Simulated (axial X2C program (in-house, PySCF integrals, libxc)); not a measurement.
Curves of ClF⁺ by EOM-IP-CCSD

Computed with an axial X2C code built on PySCF integrals: two-component X2C with atomic mean-field Coulomb and Gaunt terms, Gaussian nuclei, basis Cl dyall-av3z, F dyall-av3z with contracted cores.

Energies in eV from the lowest point of the lowest state; states are followed by energy order within each Ω. Reference: ClF, 14 electrons correlated in 92 virtual spinors with an MP2 remainder; levels at this size can be off by some tenths of an eV. Masses 34.969 and 18.998 u.

| R (Å) | (1)Ω=3/2 | (1)Ω=1/2 | (2)Ω=3/2 | (2)Ω=1/2 | (3)Ω=1/2 |
| --- | --- | --- | --- | --- | --- |
| 1.500 | 0.0277 | 0.1054 | 5.9873 | 6.0303 | 6.8411 |
| 1.566 | 0.0000 | 0.0775 | 5.1199 | 5.1626 | 6.2064 |
| 1.631 | 0.1230 | 0.2003 | 4.5206 | 4.5633 | 5.7545 |
| 1.704 | 0.3781 | 0.4550 | 4.0846 | 4.1273 | 5.4066 |
| 1.778 | 0.7073 | 0.7838 | 3.8352 | 3.8779 | 5.1835 |
| 1.876 | 1.2007 | 1.2767 | 3.7068 | 3.7494 | 5.0214 |

(1) Fit the curves (1)Ω=3/2, (1)Ω=1/2 near their minima.

For ClF at CCSD, and between the minima:

Re = 1.635 Å, ωe = 804.5 cm⁻¹; removing the electron costs 12.530 eV without zero-point terms.

No minimum in range: (2)Ω=3/2, (2)Ω=1/2, (3)Ω=1/2; the order of states may turn beyond it. T1 of the reference reaches 0.015 (Lee–Taylor). Curves followed by order can swap character. Number of frozen shells: Cl 2 s, 1 p; F 1 s. Roots with under 60 % one-particle weight at any point are counted in the labels but not shown, and the list ends where the roots sought for some Ω run out; states that need a further excitation are missing and may lie low or lowest. Curves with a minimum but no constants failed the fit check.

Answers

(1) At EOM-IP-CCSD from ClF (the fit fixes ωe to about one per cent; ωe of higher roots by this method can be off by ten per cent):

| state | Te (cm⁻¹) | Re (Å) | ωe (cm⁻¹) |
| --- | --- | --- | --- |
| (1)Ω=3/2 | 0 | 1.542 | 944.6 |
| (1)Ω=1/2 | 630 | 1.542 | 944.1 |
